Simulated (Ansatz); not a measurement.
A made-up structure of C2H3N, closed shell:

```
6
angstrom
C -0.8189 0.1116 -0.5088
C 0.2358 0.0695 0.2592
N 1.1717 0.1181 1.0361
H -0.8270 0.7412 -1.3878
H -1.6855 -0.4918 -0.2763
H 0.5525 -0.7314 -0.3588
```

It is relaxed with PBE-D4/def2-SVP and then PBE0-D4/def2-TZVP (Ansatz 0.2.0). Atoms count as bonded within 1.22 times the sum of their covalent radii (H–H: 0.88 Å). The end point is not checked to be a true minimum.

(1) Does its bonding change? (A judgement: the text doesn't fix the answer.)

Results:

(1) The calculation gives: Yes. Formed: C1–H6; broken: C2–H6.

Where it ends: The first stage lowers the energy by 4.05 eV in 10 steps. It ends as C₂H₃N (CC#N):
C1  (-0.536, -0.141, -0.567)
C2  (0.378, 0.188, 0.508)
N3  (1.103, 0.449, 1.360)
H4  (-0.681, 0.725, -1.215)
H5  (-1.502, -0.442, -0.160)
H6  (-0.134, -0.962, -1.163)
(Å)

For scale, one of the runs: PBE0-D4/def2-TZVP relaxation, 111 basis functions, launched by `ansatz run in.yaml --threads 2 --pin off --events-out ev --progress --plain --max-ram 4352MiB`. Hardware: 2 CPU threads of an Arm Neoverse V2, shared host. Wall time about 4.9 s.
